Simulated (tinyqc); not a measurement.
Stretching all distances: RHF, UHF, MP2, CISD and CCSD against full CI in the sto-3g basis, for H2F+, spin multiplicity 1. Computed by the program tinyqc with PySCF. 

Geometry (angstrom):
```
atom       x        y       z
F     0.0000   0.0000  0.0000
H     0.0000   0.7580  0.4800
H     0.0000  -0.7580  0.4800
```

All coordinates are multiplied by the scale. c0^2 is the weight of the RHF determinant in the lowest singlet FCI state (UHF is spin-contaminated and may lie near states of higher spin) and n(LUMO) the first natural occupation beyond the occupied space.

Full CI energy (hartree) and errors against it (kcal/mol):
```
scale  distance 1-2 (angstrom)     E(FCI)      RHF     UHF     MP2   CISD   CCSD  <S^2> UHF   c0^2  n(LUMO)
0.960                    0.861  -98.86115   20.199  20.199   4.688  0.208  0.125      0.000  0.987    0.014
1.140                    1.023  -98.90520   29.173  29.173   7.493  0.498  0.302      0.000  0.974    0.026
1.320                    1.184  -98.86198   40.633  40.633  11.194  1.083  0.685      0.000  0.951    0.046
1.500                    1.346  -98.79295   54.570  54.570  15.643  2.078  1.384      0.000  0.915    0.076
1.690                    1.516  -98.71778   71.649  57.694  20.775  3.589  2.486      0.740  0.858    0.125
1.870                    1.678  -98.65405   89.388  47.346  25.684  5.292  3.667      1.113  0.784    0.186
2.050                    1.839  -98.60171  107.364  35.285  31.248  6.738  4.478      1.290  0.682    0.256
```

UHF parts from RHF first at scale 1.69 of those listed, where <S^2> leaves zero. The weight c0^2 goes from 0.99 to 0.68 and n(LUMO) from 0.01 to 0.26: static correlation grows as the bonds break into open-shell fragments. The spread of the error along the curve, which distorts its shape, is CCSD 4.4, CISD 6.5, MP2 26.6, UHF 37.5, RHF 87.2 kcal/mol.
